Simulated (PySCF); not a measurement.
## PH3: calculation against experiment

**Experimental background.**

NIST CCCBDB Release 22 (SRD 101), experimental dipoles lists, for the gas: dipole moment (microwave Stark effect) 0.58 D.

How close the calculation comes is told at the end.

PH₃.
Atom-mapped SMILES: `[PH3:1]` (hydrogens: H2, H3, H4 on P1)

Structure used (PBE0-D3(BJ)/def2-SVP), in Å, numbered top down from 1:
```xyz
4
PH3 angstrom
P      0.026   -0.041    0.476
H     -0.599    1.021   -0.247
H      1.199   -0.004   -0.337
H     -0.590   -1.049   -0.327
```

The PySCF runs (gas phase, on this PBE0-D3(BJ)/def2-SVP geometry; no spin–orbit coupling):

```csv
level,job,basis functions,wall time
"PBE0-D3(BJ)/def2-SVP, grid level 1",geometry optimisation from a GFN2-xTB start shaken at random,33,1.7 s
```

Hardware: one thread of an Intel Xeon Platinum 8259CL at 2.50 GHz, no GPU, on a shared host.

Results beside the measurements:

**Dipole moment.** Measured: 0.58 D (NIST CCCBDB Release 22 (SRD 101), experimental dipoles).

```csv
level,computed (D),computed − measured (D),% (from the printed values)
PBE0-D3(BJ)/def2-SVP,0.91,+0.33,+57
```

The computed dipoles belong to one fixed geometry; measured ones are averaged over vibrations unless marked μe. Magnitudes are compared, not signs.

No measured geometry was used, and the causes of the misses weren't examined.
